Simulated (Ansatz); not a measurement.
Results of PBE in Ansatz (plane waves, PAW) for bcc Ta.

Numerical settings: plane-wave cutoff 520 eV, 28×28×28 k mesh, Fermi–Dirac smearing 0.058 eV (set by the program), scalar-relativistic PAW data made under PBE.

The cell has the measured lattice: a = b = c = 3.303 Å, α = β = γ = 90.00°.

Give the computed polycrystal shear modulus (Hill average), Voigt–Reuss–Hill bulk modulus, elastic constant C11, elastic constant C12 and elastic constant C44.


* **polycrystal shear modulus (Hill average)**: 66.7 GPa
* **Voigt–Reuss–Hill bulk modulus**: 205 GPa
* **elastic constant C11**: 277 GPa
* **elastic constant C12**: 169 GPa
* **elastic constant C44**: 76.9 GPa

Measured, for comparison: elastic constant C11 266 GPa, elastic constant C12 158 GPa, elastic constant C44 87.4 GPa (0 K, extrapolated to 0 K; zero-point effects included; as tabulated in Wang et al. (2022), arXiv:2209.12322). Computed (rounded) less measured: elastic constant C11 +4 %, elastic constant C12 +7 %, elastic constant C44 -12 %.

Note: shear constants of such metals converge slowly with the k mesh; the cell isn't this level's own, so it is under some stress, which shifts stiffness and frequencies.

Elastic constants are with the ions relaxed.

Spin–orbit coupling is not included.

Static lattice: no zero-point or thermal effects.

Ansatz is an electronic-structure program.
